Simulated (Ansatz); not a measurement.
Ansatz (an electronic-structure program) input (HF/6-31G*):

Ansatz 0.2 input:
```yaml
crystal:
  periodic: [false, false, false]
  atoms:
    - {symbol: O, position_ang: [-0.00000000, -0.00000000, -0.67368277]}
    - {symbol: O, position_ang: [0.00000000, 0.00000000, 0.67368277]}
basis:
  gaussian:
    orbitals: 6-31G*
hamiltonian:
  xc: {name: HF}
total_charge: -1
magnetization: {spin_polarized: true, initial_magnetization: 1}
relax: {f_tol: 0.003, max_steps: 120}
```

Question: Predict the final energy.

Answer: -149.56398 Eh.
